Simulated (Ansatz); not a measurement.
Relaxed structures of SiHSO, doublet (PBE0-D4/def2-TZVP; forces vanish, vibrations not checked; lower isomers may exist, and structures with a doubtful reference or unclear bonds are left out; Å). Ansatz 0.2.0; basis: def2-TZVPP; cores frozen in the correlated methods; orbitals are unrestricted.

(1) Rank them by CCSD(T) energy, lowest first, and give each one's height above the lowest. Links in brackets join atoms within 1.22 times the sum of their covalent radii (1.1 for two metals). (To be estimated.)
A.
SiHSO ([O][SiH][S])
```
4
angstrom
O -1.5641 -0.1354 0.4997
Si -0.1501 0.1108 0.0041
S 1.3333 -1.3352 0.0875
H 0.3809 1.3598 -0.5913
```
B.
SiHSO ([Si][OH][S])
```
4
angstrom
O -0.1222 0.1466 -0.0163
Si -1.7122 -0.1328 0.5415
S 1.1838 -1.1591 0.0676
H 0.2073 0.9671 -0.4016
```
C.
SiHSO ([O][Si][SH])
```
4
angstrom
O -1.2133 -0.5119 0.7290
Si -0.0391 -0.0144 -0.1062
S 1.7859 -1.1069 -0.3038
H 1.3070 -2.0831 0.4931
```

No T1 diagnostic of these runs exceeds 0.027. ⟨S²⟩ of the unrestricted Hartree–Fock references: 0.76 to 0.83 (a pure state has 0.75). The unrestricted reference is spin-contaminated, which hurts MP2 most.

Results:

(1) By the calculation: C (0.00 kcal/mol), A (5.88 kcal/mol), B (80.93 kcal/mol). Heights count from the lowest.

For scale, one of the runs: CCSD(T)/def2-TZVPP, 129 basis functions, launched by `ansatz run in.yaml --threads 2 --pin off --events-out ev --progress --plain --max-ram 4352MiB`. Hardware: 2 CPU threads of an AMD EPYC 9R45, shared host. Wall time 14 s; peak host memory 1.3 GiB.
